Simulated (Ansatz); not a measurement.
We consider zinc-blende HgSe, described by Hartree–Fock (plane waves, PAW; Ansatz, a quantum-chemistry and plane-wave program).

Settings: plane-wave cutoff 460 eV, 8×8×8 k mesh, Fermi–Dirac smearing 0.01 eV, scalar-relativistic PAW data made under PBE.

The direct gap at Γ against volume; x = 100 ln(V/31.311 Å³). One gap is withheld.

```csv
V (Å³/atom),x,gap (eV)
29.833,-4.84,?
30.618,-2.24,5.398
31.311,0.00,5.330
32.188,2.76,5.243
32.973,5.17,5.166
```

### Question
Fit a straight line to the rows shown, give the volume deformation potential and predict the withheld gap.

### Answer
Means of the 4 rows: x̄ = 1.422, ȳ = 5.2843 eV. Σ(x − x̄)(y − ȳ) = -0.9800 and Σ(x − x̄)² = 31.270, so the slope is -0.0313 eV per unit of x, and dE_g/d ln V = -3.1 eV. At x = -4.84: 5.2843 + (-0.0313) × (-4.84 − (1.422)) = 5.480 eV. The run gives 5.476 eV, 0.004 eV below the line.

Spin–orbit coupling is not included; with these elements it can move the gap by several tenths of an eV or more.

Note: the cell is over a tenth larger than the published one: the level's own overestimate first of all, though another phase or state, or a fault of the published cell, is possible.
